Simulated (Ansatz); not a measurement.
**H₂O (triplet): wave-function methods side by side at distance H1–H2 along a hydrogen transfer = 0.693 Å, cc-pVTZ**

How much of the correlation energy of H₂O (triplet) does each wave-function method recover here?

Program: Ansatz 0.2.0, Gaussian basis. Level of theory: cc-pVTZ, core rule «outside noble gas», up to 1 orbitals frozen. These are calculated values, not measurements.

Plan: UHF; CCSD(T) on ROHF; CCSD(T) on UHF; BCCD(T) on ROHF; CISD; CCSDT(Q) on ROHF; CCSDT(Q) on UHF; CASSCF and NEVPT2, 4 electrons in 4 orbitals; CASSCF and MRCISD+Q, 8 electrons in 6 orbitals; CASSCF and NEVPT2, 8 electrons in 6 orbitals.

5 further runs of the same task are left out: 4 that didn't finish, 1 set aside as unsound or not needed.

**1. What is computed**

The geometry derives from fragments relaxed apart (PBE0/def2-TZVP) and kept rigid, so it is no stationary point. A hydrogen atom is moved between rigid fragments.

3 atoms, charge 0, spin multiplicity 3.

Atoms are counted from 1 here; the program's logs count them from 0.

Bond lengths: H1–H2 0.693 Å.

**2. UHF**

in.yaml

```yaml
crystal:
  periodic: [false, false, false]
  atoms:
    - {symbol: H, position_ang: [0.000000, 0.000000, -0.886333]}
    - {symbol: H, position_ang: [0.000000, 0.000000, -0.193333]}
    - {symbol: O, position_ang: [0.000000, 0.000000, 1.079667]}
basis:
  gaussian: {orbitals: cc-pVTZ}
magnetization: {spin_polarized: true, initial_magnetization: 2}
hamiltonian: {xc: hf}
output: {orbitals: {seedname: orbitals}}
```

The run is started by

```bash
$ ansatz run in.yaml --threads 1 --pin off --events-out ev --progress --plain --max-ram 2393MiB
```

Further steps of the session: CCSD(T) on ROHF; CCSD(T) on UHF; BCCD(T) on ROHF; CISD; CCSDT(Q) on ROHF; CCSDT(Q) on UHF; CASSCF and NEVPT2, 4 electrons in 4 orbitals; CASSCF and MRCISD+Q, 8 electrons in 6 orbitals; CASSCF and NEVPT2, 8 electrons in 6 orbitals.

Before running them: what should the planned runs give, taken together? Wanted: UCCSDT(Q) below the RHF energy; RMP2 from UCCSDT(Q); UMP2 from UCCSDT(Q); RCCSD from UCCSDT(Q); RCCSD(T) from UCCSDT(Q); UCCSD(T) from UCCSDT(Q); RCCSDT(Q) from UCCSDT(Q); NEVPT2 pair from UCCSDT(Q); NEVPT2 valence from UCCSDT(Q).

**Answer**, as computed:

| quantity | value |
| --- | --- |
| UCCSDT(Q) below the RHF energy | -6.3082 eV |
| RMP2 from UCCSDT(Q) | +78.7 kJ/mol |
| UMP2 from UCCSDT(Q) | +77.1 kJ/mol |
| RCCSD from UCCSDT(Q) | +14.6 kJ/mol |
| RCCSD(T) from UCCSDT(Q) | +1.8 kJ/mol |
| UCCSD(T) from UCCSDT(Q) | +1.6 kJ/mol |
| RCCSDT(Q) from UCCSDT(Q) | +0.2 kJ/mol |
| NEVPT2 pair from UCCSDT(Q) | +69.1 kJ/mol |
| NEVPT2 valence from UCCSDT(Q) | +96.6 kJ/mol |
| MRCISD+Q valence from UCCSDT(Q) | +6.3 kJ/mol |
| levels within 1 kcal/mol (43 meV) | RCCSD(T), UCCSD(T), BCCD(T), RCCSDT, UCCSDT, RCCSDT(Q) |
| T1 diagnostic | 0.034 |
| effectively unpaired electrons | 2.00 |

In words: RCCSD(T) lands +1.8 kJ/mol from the yardstick (0.3 % of the correlation energy). One determinant dominates. Of the multireference levels listed MRCISD+Q valence comes nearest in total energy (+6.3 kJ/mol), which doesn't show that its space is the better one. These misses are within one basis, not against nature; the frozen cores of restricted and unrestricted runs differ, which can shift their rows.
